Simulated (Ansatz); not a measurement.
Two isomers of C4H6O2: A = `C/C=C(\O)C=O`, B = `C=C(C)C(=O)O`.

Program: Ansatz. Geometries: PBE0-D4/def2-TZVP. ΔE: electronic, gas phase. CBS: MP2 limit from def2 TZ/QZ plus the TZ coupled-cluster correction, frozen cores. DFT in def2-TZVPP. B3LYP here is the variant with VWN-RPA as its local correlation; programs differ in this. One conformer a species, not always the lowest.

Task: Which is lower in electronic energy at CCSD(T)/CBS, and by how much? (An estimate is asked.)

Result: Computed: B, by 22.9 kcal/mol.

Task: Give E(B) − E(A) in kcal/mol with HF/def2-TZVPP, PBE-D4, ωB97M-V, B3LYP, r2SCAN-D4, CCSD(T)/def2-TZVPP, CCSD/def2-TZVPP. (An estimate is asked.)

Result: Computed: HF/def2-TZVPP -25.0, PBE-D4 -20.2, ωB97M-V -23.2, B3LYP -20.9, r2SCAN-D4 -22.0, CCSD(T)/def2-TZVPP -23.0, CCSD/def2-TZVPP -23.3. None reverses the order clearly.

Largest T1 diagnostic: 0.015.

In def2-TZVPP, CCSD(T) changes the Hartree–Fock value by +1.9 kcal/mol (the triples alone add +0.3 kcal/mol) and MP2 by +1.2 kcal/mol. From PBE to PBE0 (25 % exact exchange), in def2-TZVPP and without D4, E(B) − E(A) moves by −1.8 kcal/mol.
